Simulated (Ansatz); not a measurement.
**AlH₃ (triplet): the correlation ladder at a displaced geometry (v2), cc-pVDZ**

How much of the correlation energy of AlH₃ (triplet) does each wave-function method recover here?

The runs use Ansatz 0.2.0, Gaussian basis; cc-pVDZ, core rule «outside noble gas», up to 5 orbitals frozen.

To be run: UHF; CCSD(T) on ROHF; CCSD(T) on UHF; BCCD(T) on ROHF; CISD; CCSDT(Q) on ROHF; CCSDT(Q) on UHF; CASSCF and MRCISD+Q, 6 electrons in 7 orbitals; CASSCF and NEVPT2, 6 electrons in 7 orbitals; Full CI.

32 further runs of the same task are left out: 2 for a mislabelled method, 8 for a known fault of the program, 10 that didn't finish, 12 set aside as unsound or not needed.

### Step 1. The geometry

The geometry is a PBE0/def2-TZVP stationary point (not a proven minimum) with its atoms shifted at random (size 0.100 Å).

4 atoms, charge 0, spin multiplicity 3.

Atoms are counted from 1 here; the program's logs count them from 0.

Bond lengths: Al1–H2 1.586 Å, Al1–H3 1.833 Å, Al1–H4 1.883 Å, H3–H4 0.760 Å. Angles: H2–Al1–H3 102.0°, H2–Al1–H4 97.9°, H3–Al1–H4 23.6°, Al1–H3–H4 81.9°, Al1–H4–H3 74.6°.

### Step 2. UHF

The input, in.yaml:

```yaml
crystal:
  periodic: [false, false, false]
  atoms:
    - {symbol: Al, position_ang: [0.008676, 0.077604, -0.096864]}
    - {symbol: H, position_ang: [-0.156198, -1.360844, -0.743619]}
    - {symbol: H, position_ang: [0.341072, -0.330632, 1.659174]}
    - {symbol: H, position_ang: [-0.417119, -0.385902, 1.677388]}
basis:
  gaussian: {orbitals: cc-pVDZ}
magnetization: {spin_polarized: true, initial_magnetization: 2}
hamiltonian: {xc: hf}
output: {orbitals: {seedname: orbitals}}
```

Started as:

```console
> ansatz run in.yaml --threads 1 --pin off --events-out ev --progress --plain --max-ram 2393MiB
```

The runs that follow: CCSD(T) on ROHF; CCSD(T) on UHF; BCCD(T) on ROHF; CISD; CCSDT(Q) on ROHF; CCSDT(Q) on UHF; CASSCF and MRCISD+Q, 6 electrons in 7 orbitals; CASSCF and NEVPT2, 6 electrons in 7 orbitals; Full CI.

Before running them: what should the planned runs give, taken together? Wanted: FCI below the RHF energy; RMP2 from FCI; UMP2 from FCI; RCCSD from FCI; RCCSD(T) from FCI; UCCSD(T) from FCI; RCCSDT(Q) from FCI; UCCSDT(Q) from FCI; NEVPT2 valence from FCI.

As calculated:

```
                         quantity                                                                                value
         FCI below the RHF energy                                                                           -2.5067 eV
                    RMP2 from FCI                                                                         +63.0 kJ/mol
                    UMP2 from FCI                                                                         +62.5 kJ/mol
                   RCCSD from FCI                                                                          +5.3 kJ/mol
                RCCSD(T) from FCI                                                                          +1.5 kJ/mol
                UCCSD(T) from FCI                                                                          +1.4 kJ/mol
               RCCSDT(Q) from FCI                                                                           0.0 kJ/mol
               UCCSDT(Q) from FCI                                                                           0.0 kJ/mol
          NEVPT2 valence from FCI                                                                         +49.8 kJ/mol
        MRCISD+Q valence from FCI                                                                          +1.6 kJ/mol
levels within 1 kcal/mol (43 meV)  RCCSD(T), UCCSD(T), BCCD(T), RCCSDT, UCCSDT, RCCSDT(Q), UCCSDT(Q), MRCISD+Q valence
                    T1 diagnostic                                                                                0.022
   effectively unpaired electrons                                                                                 2.02
```

RCCSD(T) misses by +1.5 kJ/mol, 0.6 % of the correlation energy. One determinant dominates. Of the multireference levels listed MRCISD+Q valence comes nearest in total energy (+1.6 kJ/mol), which doesn't show that its space is the better one. These misses are within one basis, not against nature; the frozen cores of restricted and unrestricted runs differ, which can shift their rows.
